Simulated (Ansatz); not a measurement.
`C=C(Cl)CC` and `C=CCl` differ in one atom or group.

Ansatz, PBE0-D4/def2-TZVP geometries, multiplicity 1. Each molecule was computed in one conformer, which needn't be the lowest.

```tsv
property	`C=C(Cl)CC`
HOMO–LUMO gap (PBE0/def2-TZVPP) / eV	7.24
zero-point energy (PBE0-D4/def2-TZVP) / kJ/mol	261.9
size of the dipole moment (ωB97M-V/def2-TZVPP) / D	1.57
size of the dipole moment (B3LYP/def2-TZVPP) / D	1.56
HOMO energy (ωB97M-V/def2-TZVPP) / eV	-9.48
HOMO energy (PBE0/def2-TZVPP) / eV	-7.28
```

(1) Give the same properties after the change, and the shifts. (An estimate is asked.)

Answers

(1) Computed: 
```
                                          property  `C=CCl`   shift
              HOMO–LUMO gap (PBE0/def2-TZVPP) / eV     7.30    0.06
    zero-point energy (PBE0-D4/def2-TZVP) / kJ/mol    112.4  -149.5
size of the dipole moment (ωB97M-V/def2-TZVPP) / D     1.38   -0.19
  size of the dipole moment (B3LYP/def2-TZVPP) / D     1.35   -0.21
             HOMO energy (ωB97M-V/def2-TZVPP) / eV    -9.77   -0.29
                HOMO energy (PBE0/def2-TZVPP) / eV    -7.57   -0.29
```

With PBE0 the HOMO falls by 0.29 eV and the LUMO falls by 0.22 eV, so the gap widens by about 0.07 eV. PBE moves the HOMO by -0.27 eV and ωB97M-V by -0.29 eV. The zero-point energy changes by -149.5 kJ/mol with -18 modes. Dipoles are sizes alone; their direction can turn.

B3LYP here is the variant with VWN-RPA as its local correlation; programs differ in this.
